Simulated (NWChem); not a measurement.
Everything below was run with NWChem. System: C$_{2}$H$_{6}$O, charge 0, spin multiplicity 1, displaced from the optimised geometry. Level: RHF/cc-pVDZ, spin-restricted.

Output (cleaned and shortened):

```
             Northwest Computational Chemistry Package (NWChem) 7.3.0
             --------------------------------------------------------

                                NWChem Input Module
                                -------------------

 Scaling coordinates for geometry "geometry" by  1.889725989
 (inverse scale =  0.529177249)

                             Geometry "geometry" -> ""
                             -------------------------

 Output coordinates in angstroms (scale by  1.889725989 to convert to a.u.)

  No.       Tag          Charge          X              Y              Z
 ---- ---------------- ---------- -------------- -------------- --------------
    1 C                    6.0000    -1.19610300     0.13584800     0.24993300
    2 C                    6.0000     0.07819800    -0.42352600    -0.35337700
    3 O                    8.0000     1.22169700     0.31052100    -0.00340400
    4 H                    1.0000    -2.08032200    -0.42575700    -0.08992400
    5 H                    1.0000    -1.32480800     1.19209300    -0.03121300
    6 H                    1.0000    -1.17303800     0.07939000     1.35145900
    7 H                    1.0000     0.28663700    -2.56646300     0.18549700
    8 H                    1.0000     0.01798800    -0.38779900    -1.45314000
    9 H                    1.0000     1.31162100     0.27896300     0.95465600

 Effective nuclear repulsion energy (a.u.)      79.0771181501

            Nuclear Dipole moment (a.u.)
            ----------------------------
        X                 Y               Z
 ---------------- ---------------- ----------------
     0.1969548014    -2.0247903742     0.5091658806


 Summary of "ao basis" -> "" (spherical)
 ------------------------------------------------------------------------------
       Tag                 Description            Shells   Functions and Types
 ---------------- ------------------------------  ------  ---------------------
 *                          cc-pvdz                   on all atoms

 Summary of "ao basis" -> "ao basis" (spherical)
 ------------------------------------------------------------------------------
       Tag                 Description            Shells   Functions and Types
 ---------------- ------------------------------  ------  ---------------------
 C                          cc-pvdz                  6       14   3s2p1d
 O                          cc-pvdz                  6       14   3s2p1d
[...]
    32      0.340120  3 O  px                35      0.277422  3 O  px
     4      0.236396  1 C  px                20      0.237093  2 C  pz
    33     -0.208863  3 O  py                63     -0.203257  8 H  s
    34     -0.180970  3 O  pz                18     -0.178228  2 C  px
     6     -0.164789  1 C  pz                36     -0.155293  3 O  py

 Vector   13  Occ=2.000000D+00  E=-3.200779D-01
              MO Center=  2.4D-01, -1.7D+00,  3.8D-02, r^2= 2.4D+00
   Bfn.  Coefficient  Atom+Function         Bfn.  Coefficient  Atom+Function
  ----- ------------  ---------------      ----- ------------  ---------------
    59      0.449221  7 H  s                 58      0.331080  7 H  s
    19     -0.235813  2 C  py                22     -0.227180  2 C  py
    33      0.193251  3 O  py                36      0.186320  3 O  py

 Vector   14  Occ=0.000000D+00  E= 6.157024D-02
              MO Center=  1.3D-01, -1.3D+00, -6.8D-02, r^2= 3.0D+00
   Bfn.  Coefficient  Atom+Function         Bfn.  Coefficient  Atom+Function
  ----- ------------  ---------------      ----- ------------  ---------------
    59      0.601520  7 H  s                 22      0.484561  2 C  py
    17     -0.476851  2 C  s                 19      0.403944  2 C  py
    49     -0.285853  5 H  s                 58      0.234130  7 H  s
    36     -0.203974  3 O  py                33     -0.166358  3 O  py
    54      0.162623  6 H  s

 Vector   15  Occ=0.000000D+00  E= 1.714915D-01
              MO Center= -1.8D-01,  3.0D-01,  8.2D-01, r^2= 5.3D+00
   Bfn.  Coefficient  Atom+Function         Bfn.  Coefficient  Atom+Function
  ----- ------------  ---------------      ----- ------------  ---------------
     3      1.402869  1 C  s                 69     -0.874132  9 H  s
    54     -0.849307  6 H  s                 49     -0.701816  5 H  s
    44     -0.558343  4 H  s                 17      0.542479  2 C  s
    31      0.440646  3 O  s                 64     -0.334978  8 H  s
     9      0.326522  1 C  pz                37      0.319271  3 O  pz

 Vector   16  Occ=0.000000D+00  E= 2.007962D-01
              MO Center= -2.0D-02,  1.4D-01, -3.1D-01, r^2= 6.4D+00
   Bfn.  Coefficient  Atom+Function         Bfn.  Coefficient  Atom+Function
  ----- ------------  ---------------      ----- ------------  ---------------
    64      1.296758  8 H  s                  3     -0.989191  1 C  s
    69     -0.987522  9 H  s                 49      0.775826  5 H  s
    44      0.702017  4 H  s                 17     -0.655690  2 C  s
    23      0.650344  2 C  pz                31      0.454298  3 O  s
     7      0.258329  1 C  px                 9      0.250906  1 C  pz

 center of mass
 --------------
 x =   0.12891706 y =  -0.01351444 z =  -0.01523793

 moments of inertia (a.u.)
 ------------------
          69.920949134123          -9.179451769126          14.421594638381
          -9.179451769126         205.017682808489          -9.461889529763
          14.421594638381          -9.461889529763         223.683322046854

  Mulliken analysis of the total density
  --------------------------------------

    Atom       Charge   Shell Charges
 -----------   ------   -------------------------------------------------------
    1 C    6     6.06   2.00  0.65  0.41  2.03  0.91  0.06
    2 C    6     5.85   2.00  0.69  0.49  1.75  0.78  0.13
    3 O    8     8.31   2.00  0.84  0.89  2.81  1.75  0.02
    4 H    1     0.94   0.74  0.17  0.03
    5 H    1     0.94   0.74  0.17  0.03
    6 H    1     0.95   0.75  0.17  0.03
    7 H    1     1.24   0.49  0.75  0.00
    8 H    1     0.91   0.75  0.13  0.03
    9 H    1     0.81   0.68  0.05  0.08

       Multipole analysis of the density wrt the origin
       ------------------------------------------------

     L   x y z        total         open         nuclear
     -   - - -        -----         ----         -------
     0   0 0 0     -0.000000      0.000000     26.000000

     1   1 0 0     -0.566999      0.000000      0.196955
     1   0 1 0      0.969055      0.000000     -2.024790
     1   0 0 1      0.282005      0.000000      0.509166

     2   2 0 0    -15.767631      0.000000    106.498852
     2   1 1 0      0.327377      0.000000      2.491970
     2   1 0 1      1.738107      0.000000     -7.393731
     2   0 2 0    -20.793446      0.000000     37.074641
     2   0 1 1      0.723794      0.000000      5.554381
     2   0 0 2    -13.192866      0.000000     21.487232

 Task  times  cpu:        0.9s     wall:        0.9s

 Total times  cpu:        0.9s     wall:        0.9s
```

Question: Write an NWChem input that would produce this output.

Answer: Several could match; the one computed here: 
```
start mol
memory heap 200 mb stack 900 mb global 1100 mb
geometry units angstroms nocenter noautoz noautosym
  C     -1.196103     0.135848     0.249933
  C      0.078198    -0.423526    -0.353377
  O      1.221697     0.310521    -0.003404
  H     -2.080322    -0.425757    -0.089924
  H     -1.324808     1.192093    -0.031213
  H     -1.173038     0.079390     1.351459
  H      0.286637    -2.566463     0.185497
  H      0.017988    -0.387799    -1.453140
  H      1.311621     0.278963     0.954656
end
basis spherical
  * library cc-pvdz
end
scf
  rhf
  nopen 0
  maxiter 100
  thresh 1e-7
  semidirect memsize 60000000 filesize 0
end
task scf energy
```
